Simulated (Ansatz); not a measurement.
A made-up structure of SiHCl₂ (charge +1), singlet:

| atom | x (Å) | y (Å) | z (Å) |
| --- | --- | --- | --- |
| Cl1 | -1.7206 | -0.4637 | 1.1478 |
| Si2 | 0.1047 | 0.0331 | 0.0649 |
| Cl3 | 0.1627 | -0.0288 | -2.1132 |
| H4 | 1.4533 | 0.4594 | 0.9006 |

It is relaxed with PBE-D4/def2-SVP and then PBE0-D4/def2-TZVP (Ansatz 0.2.0). Atoms count as bonded within 1.22 times the sum of their covalent radii (H–H: 0.88 Å). The end point is not checked to be a true minimum.

(1) Does its bonding change? (Judge from chemistry; the calculation decides.)

Answers

(1) The calculation gives: No: no bond forms or breaks.

Where it ends: The first stage lowers the energy by 0.89 eV in 4 steps. It ends as SiHCl₂ ([Cl][SiH][Cl]), total charge +1:
| atom | x (Å) | y (Å) | z (Å) |
| --- | --- | --- | --- |
| Cl1 | -1.5363 | -0.4140 | 1.0248 |
| Si2 | 0.0935 | 0.0296 | 0.0579 |
| Cl3 | 0.1452 | -0.0257 | -1.8868 |
| H4 | 1.2976 | 0.4102 | 0.8041 |

Labels in which every atom is bracketed show which atoms are joined, not bond orders.

For scale, one of the runs: PBE0-D4/def2-TZVP relaxation, 117 basis functions, launched by `ansatz run in.yaml --threads 2 --pin off --events-out ev --progress --plain --max-ram 4352MiB`. The run took about 11 s on 2 CPU threads of an Arm Neoverse V1 (shared host).
